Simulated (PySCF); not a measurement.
Gas-phase reaction: 3 H₂S₂ + 4 C₄H₈ (trans-2-butene) = 6 (CH₃)₂S + C₄H₂

Energies from PySCF (xtb for GFN2), thermal terms from the rigid-rotor harmonic-oscillator model, ideal gas at 1 bar. † marks an energy on the PBE0/def2-TZVP geometry and frequencies; other levels use their own. MP2 freezes the core. 6-31G* has spherical d functions here. All species are closed-shell singlets. B3LYP is the form with VWN-RPA correlation. No R ln 2 is added for the mirror-image form of H₂S₂. MP2 isn't extrapolated to the basis-set limit; its ΔH°(298 K) is 227.2 kJ in def2-SVP and 182.4 kJ in def2-TZVPP. The harmonic model lacks anharmonicity and excited electronic states, which grow with temperature; levels with a mode under 35 cm⁻¹ are left out. Internal rotation in H₂S₂, C₄H₈ (trans-2-butene), (CH₃)₂S is treated as a harmonic vibration of one conformer, which makes the entropy rough.

```
level               ΔE electronic, kJ  ΔH°(298 K), kJ  ΔS°(298 K), J/K  ΔG°(1800 K), kJ
------------------  -----------------  --------------  ---------------  ---------------
B3LYP/6-31G*                      151             174               22              121
BLYP/def2-TZVP†                   215             231               23              171
GFN2-xTB                          343             365               27              300
MP2/def2-SVP†                     211             227               23              168
MP2/def2-TZVPP†                   166             182               23              123
PBE/def2-SVP                      246             263               21              209
PBE0/def2-TZVP                    224             240               23              181
ωB97M-V/def2-TZVP†                216             232               23              173
ωB97X-V/def2-TZVP†                210             226               23              167
```
ΔH° is lowest at B3LYP/6-31G* and highest at GFN2-xTB. No reference value is set beside these.
